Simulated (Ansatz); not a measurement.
Li₃H⁻, relaxed as a quartet with UKS PBE0-D4/def2-TZVPD in Ansatz, starting from the PBE0-D4/def2-TZVPD geometry of the charge -1 doublet. Force threshold 0.02 eV/Å.

At PBE0-D4/def2-TZVPD a doublet of charge -1 lies 0.10 eV below the quartet, each at its own geometry. The structure comes from a short search, and lower isomers may exist.

Start:

```xyz
4

Li    1.334    0.579    1.869
Li   -0.027   -1.397   -0.071
Li   -0.438    1.195   -0.580
H    -0.870   -0.377   -1.218
```

**Question.** Estimate the energy that the relaxation releases and the steps that it takes.

**Answer.** 0.74 eV, in 15 steps; 9 s on 4 threads of Arm Neoverse V1 on a shared host. The force fell under the threshold at step 12, but the optimiser went on. No frequencies were taken in this run, so the end may be a saddle point.

**Question.** Does the start keep its bonding and symmetry?

**Answer.** Bonds formed: Li1–H4 (atoms count from 1). Point group C2v at the start, Cs at the end, both within 0.05 Å.

**Question.** Predict the relaxed structure.

**Answer.** 
| atom | x (Å) | y (Å) | z (Å) |
| --- | --- | --- | --- |
| Li1 | 0.5226 | 0.4041 | 1.6036 |
| Li2 | 0.0902 | -1.6425 | -0.5569 |
| Li3 | -0.3674 | 1.2665 | -1.1202 |
| H4 | -0.2454 | -0.0281 | 0.0736 |
Bond lengths (bridged metal pairs left out): 3 × H–Li 1.77 Å.
